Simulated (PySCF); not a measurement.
# NaLi: bond curves at several levels of theory

The task here is to estimate one member of a computed series from the others.

Method: Na pcseg-2, Li pcseg-2, no relativity; program: PySCF 2.14.0.

The first run:

A driver script around PySCF takes these settings:

```
atoms                         : Na, Li
charge                        : 0
basis                         : Na pcseg-2, Li pcseg-2
Hamiltonian                   : no relativity
basis functions               : 34
electrons treated             : 14
masses in u                   : 22.9898, 7.0160
levels                        : PBE0, PBE, r²SCAN, PBEsol, M06-L, TPSS, HF, MP2, SCS-MP2, CCSD, CCSD(T)
grid                          : 80 radial by 434 angular points
occupations                   : held fixed by the projection of orbital angular momentum
dissociation limit            : Na + Li, each in its ground configuration
starting distance in angstrom : 2.860
values of 2S to try           : 0, 2
```

Run with:

```console
> OMP_NUM_THREADS=1 python dia.py task.json out
```

Steps of the session up to this table: Input; PBE0 along the bond; Excited determinants; PBE; r²SCAN; PBEsol; M06-L; TPSS (meta-GGA); RHF (mean field); Correlated methods on the Hartree–Fock reference.

One of the session's tables, all rows but one given; the rest of the session is left out.

Energy (eV) from each level's lowest point:

```
R (Å)    RHF  RHF-MP2  RHF-SCS-MP2  RHF-CCSD  RHF-CCSD(T)
2.510  0.196    0.141        0.139       n/a          n/a
2.626  0.106    0.066        0.065     0.054        0.053
2.743      ?        ?            ?         ?            ?
2.830  0.019    0.005        0.004     0.002        0.002
2.918  0.004    0.000        0.000     0.000        0.000
3.006  0.000    0.005        0.006     0.008        0.008
3.122  0.009    0.026        0.026     0.030        0.030
3.268  0.039    0.067        0.068     0.072        0.072
3.443  0.095    0.134        0.135     0.136        0.135
3.677  0.193    0.241        0.241       n/a          n/a
```

Estimate the missing values for R (Å) = 2.743.

Worked estimate for «RHF». A straight line through the neighbours (2.626, 0.106) and (2.830, 0.019) gives 0.106 + (0.019 − 0.106) × (2.743 − 2.626) / (2.830 − 2.626) = 0.056; a parabola fitted to 4 rows on both sides gives 0.046.

As computed: RHF: 0.046; RHF-MP2: 0.022; RHF-SCS-MP2: 0.021; RHF-CCSD: 0.015; RHF-CCSD(T): 0.014. In «RHF» the line misses by +0.010 and the parabola by 0.000.
